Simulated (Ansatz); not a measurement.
Geometry optimisation, Ansatz, RKS B3LYP-D4/def2-SVP.

input.yaml

```yaml
crystal:
  periodic: [false, false, false]
  atoms:
    - { symbol: F, position_ang: [-0.359, -0.2699, -2.4896] }
    - { symbol: H, position_ang: [0.2285, 0.1557, -1.897] }
    - { symbol: C, position_ang: [-0.0139, -0.0061, 0.9357] }
    - { symbol: F, position_ang: [0.7022, 0.5219, -0.1121] }
    - { symbol: H, position_ang: [0.6485, -0.6728, 1.4881] }
    - { symbol: H, position_ang: [-0.8595, -0.5516, 0.5141] }
    - { symbol: H, position_ang: [-0.3468, 0.8229, 1.5608] }
basis:
  gaussian: { orbitals: def2-SVP }
hamiltonian:
  xc: b3lyp
  dispersion: d4
relax:
  f_tol: 0.02
  max_steps: 40
```

Launched with:

```bash
$ ansatz run input.yaml --threads 1 --pin off --max-ram 2048MiB --backend cpu --events-out ev --progress --plain --runs-dir out
```

Q: Where does it end, and by what steps?

A: The forces met the threshold. After 5 steps the energy has fallen by 0.089 eV; F1 moved furthest, 0.34 Å.

```json
{"step": "0", "energy less start (eV)": "0.0000", "largest force component (eV/Å)": "0.701", "accepted": "yes"}
{"step": "1", "energy less start (eV)": "-0.0741", "largest force component (eV/Å)": "0.109", "accepted": "yes"}
{"step": "2", "energy less start (eV)": "-0.0851", "largest force component (eV/Å)": "0.161", "accepted": "yes"}
{"step": "3", "energy less start (eV)": "-0.0886", "largest force component (eV/Å)": "0.049", "accepted": "yes"}
{"step": "4", "energy less start (eV)": "-0.0888", "largest force component (eV/Å)": "0.023", "accepted": "yes"}
{"step": "5", "energy less start (eV)": "-0.0889", "largest force component (eV/Å)": "0.015", "accepted": "yes"}
```

```xyz
7
Properties=species:S:1:pos:R:3
F -0.446 -0.315 -2.162
H 0.185 0.136 -1.639
C 0.009 0.005 0.807
F 0.860 0.616 -0.119
H 0.594 -0.709 1.407
H -0.781 -0.515 0.249
H -0.421 0.782 1.457
```

Whether the end is a true minimum wasn't checked by a vibrational analysis.

The run took 8.6 s on 1 thread of Arm Neoverse V2, with other jobs on the host, peak memory 0.11 GiB.
